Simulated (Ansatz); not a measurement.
## H₆NPSi, SMILES [SiH3]NP: a geometry optimisation, step by step

Computed with Ansatz's Python interface.

Input file `h6npsi.xyz`:
```text
9

Si   -0.37640    0.51450   -0.81460
N     0.93560   -0.21830   -0.18220
P     0.62800   -1.12830    1.20980
H    -1.40140   -0.43040   -1.13460
H     0.00340    1.26340   -2.06970
H    -0.91050    1.56070    0.16730
H     1.70190    0.47520   -0.03670
H    -0.41010   -1.89420    0.80110
H    -0.08200   -0.18900    2.04250
```

Run as a notebook:

In [1]:
```python
import itertools
import warnings

import ansatz
from ase.data import atomic_numbers, covalent_radii
import numpy as np
```

In [2]:
```python
BASIS = 'def2-SVP'
XC = 'B3LYP'
```

In [3]:
```python
warnings.simplefilter('ignore', ansatz.DeckWarning)
```

In [4]:
```python
h6npsi = ansatz.Crystal.molecule_from_extxyz('h6npsi.xyz')
```

In [5]:
```python
calc = h6npsi.calculation().basis(gaussian=BASIS).functional(XC)
symbols = [site.symbol for site in h6npsi.cartesian_sites]
start = np.array([site.position_ang for site in h6npsi.cartesian_sites], dtype=float)
def progress(event):
    if event['event'] == 'relax_step':
        row = event['data']
        print(f'step {row["step"]:3d}  E = {row["lagrangian_ev"]:.6f} eV  largest force component {row["allowed_force_max_ev_ang"]:.4f} eV/A')
```

In [6]:
```python
r = calc.relax(force_tolerance=0.02, max_steps=100).session().plan().execute(on_event=progress).report
end = np.array(r['positions_ang'])
```
```text
step   1  E = -18748.205156 eV  largest force component 3.5658 eV/A
step   2  E = -18748.738342 eV  largest force component 1.8978 eV/A
step   3  E = -18748.897003 eV  largest force component 0.7759 eV/A
step   4  E = -18748.819767 eV  largest force component 3.3455 eV/A
step   5  E = -18748.934295 eV  largest force component 0.2171 eV/A
step   6  E = -18748.946148 eV  largest force component 0.1200 eV/A
step   7  E = -18748.949268 eV  largest force component 0.0199 eV/A
```

In [7]:
```python
for key in ('converged', 'free_energy_ev', 'reference_energy_ev', 'n_frozen', 'n_occupied', 'n_virtual'):
    print(f'{key:22s} {r[key]}')
```
```text
converged              True
free_energy_ev         -18748.949518872054
reference_energy_ev    -18748.949518872054
n_frozen               0
n_occupied             [21, 21]
n_virtual              [59, 59]
```

In [8]:
```python
# pairs closer than 1.2 times the sum of covalent radii, before or after
radius = [covalent_radii[atomic_numbers[s]] for s in symbols]
span = lambda where, i, j: np.linalg.norm(where[i] - where[j])
bonded = [(i, j) for i, j in itertools.combinations(range(len(symbols)), 2) if min(span(start, i, j), span(end, i, j)) < 1.2 * (radius[i] + radius[j])]
print('pair        before    after (A)')
for i, j in bonded:
    print(f'{symbols[i]}{i}-{symbols[j]}{j}'.ljust(10), f'{span(start, i, j):8.4f} {span(end, i, j):8.4f}')
with open('h6npsi_opt.xyz', 'w') as handle:
    handle.write(f'{len(symbols)}\nrelaxed H6NPSi\n')
    handle.writelines(f'{s:2s} {x:11.6f} {y:11.6f} {z:11.6f}\n' for s, (x, y, z) in zip(symbols, end))
```
```text
pair        before    after (A)
Si0-N1       1.6304   1.7464
Si0-H3       1.4303   1.4938
Si0-H4       1.5101   1.4917
Si0-H5       1.5310   1.4952
N1-P2        1.6913   1.7301
N1-H6        1.0437   1.0151
P2-H7        1.3533   1.4360
P2-H8        1.4421   1.4370
```

It writes `h6npsi_opt.xyz`:
```text
9
relaxed H6NPSi
Si   -0.461624    0.689566   -0.868722
N     0.850252   -0.077523   -0.008227
P     0.792146   -1.112122    1.377175
H    -1.469661   -0.324834   -1.300360
H     0.116888    1.372696   -2.062023
H    -1.180065    1.696216   -0.028364
H     1.797869    0.124383   -0.311163
H    -0.235320   -2.028683    0.969408
H    -0.121984   -0.386099    2.215176
```

Reading the output:
- The settings weren't tested for convergence.
- The end point is the stationary point reached from this start; no frequency run checks that it is a minimum, and the basis set is modest.
- b3lyp holds the VWN-RPA fit, as in Gaussian; the form of ORCA and Turbomole is b3lyp5.
- Run time: 19 s on 1 thread of Arm Neoverse V2 (shared host), peak memory 0.22 GiB.

(Lines on the test bed's own set-up are left out of the output.)
